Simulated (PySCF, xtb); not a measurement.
oxygen (O2), SMILES O=O (connectivity only; charge and spin as stated), neutral, multiplicity 3.

Harmonic wavenumbers (cm⁻¹) from GFN2-xTB (xtb) at its own minimum, in rising order: 1629.

Task: What does PBE0-D3(BJ)/def2-TZVPD (PySCF) give at its own minimum? (Estimate from the structure and the level; the computed values follow.)

Result: 1713. Paired by order, the mean absolute difference is 84 cm⁻¹ and the zero-point energies are 2.3 and 2.4 kcal/mol.
